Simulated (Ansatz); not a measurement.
System: BaHgSnS₄ (Ama2, No. 40; cell taken from a computed entry). Method: PBEsol (Ansatz, a quantum-chemistry and plane-wave program, plane waves, PAW).

Run with plane-wave cutoff 520 eV, 4×6×6 k mesh (along the axes of the cell as run), Fermi–Dirac smearing 0.01 eV, scalar-relativistic PAW data made under PBE.

Cell (relaxed with PBEsol):

```cif
data_Ba4Hg4S16Sn4
_chemical_formula_sum 'Ba4 Sn4 Hg4 S16'
_space_group_name_H-M_alt 'Ama2'
_space_group_IT_number 40
_space_group_name_Hall 'A 2 -2a'
_cell_length_a 10.81735
_cell_length_b 10.77173
_cell_length_c 6.59832
_cell_angle_alpha 90.000
_cell_angle_beta 90.000
_cell_angle_gamma 90.000
loop_
_atom_site_label
_atom_site_type_symbol
_atom_site_symmetry_multiplicity
_atom_site_Wyckoff_symbol
_atom_site_fract_x
_atom_site_fract_y
_atom_site_fract_z
_atom_site_occupancy
Ba1 Ba 4 a 0.00000 0.00000 0.94983 1
Sn1 Sn 4 b 0.25000 0.21372 0.46306 1
Hg1 Hg 4 b 0.25000 0.33282 0.00300 1
S1 S 8 c 0.07864 0.23636 0.23021 1
S2 S 4 b 0.25000 0.05360 0.70787 1
S3 S 4 b 0.75000 0.09250 0.15611 1
```
(The calculation used a cell of 14 atoms; values per cell refer to that cell.)

Q: Estimate the band gap that the calculation returns.

A: 
* **band gap**: 1.83 eV

Spin–orbit coupling is not included.

Computed values are for the static lattice.
